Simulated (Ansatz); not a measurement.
Cartesian coordinates in Å:
```
C 1.734 0.509 -1.038
C 0.568 0.739 -0.450
C 0.104 0.096 0.814
C -1.073 -0.851 0.602
O -2.217 -0.211 0.081
H 2.460 -0.175 -0.608
H 2.011 0.999 -1.965
H -0.118 1.447 -0.912
H 0.926 -0.466 1.269
H -0.206 0.868 1.528
H -1.377 -1.274 1.563
H -0.761 -1.684 -0.043
H -2.051 0.003 -0.841
```

The species carries charge 0 and has multiplicity 1.

Task: List the PBE0/def2-TZVPP orbital energies in eV (the Gaussian-basis code of Ansatz). (An estimate is asked.)

Result: The calculation gave: Occupied: -522.59, -279.40, -278.41, -278.22, -278.08, -28.69, -22.54, -20.39, -17.79, -15.63, -14.43, -13.44, -12.86, -11.66, -11.42, -10.82, -9.82, -9.16, -8.21, -7.44. Lowest empty: 0.02, 1.35, 1.77, 2.31, 2.55, 3.00, 3.48, 3.57.
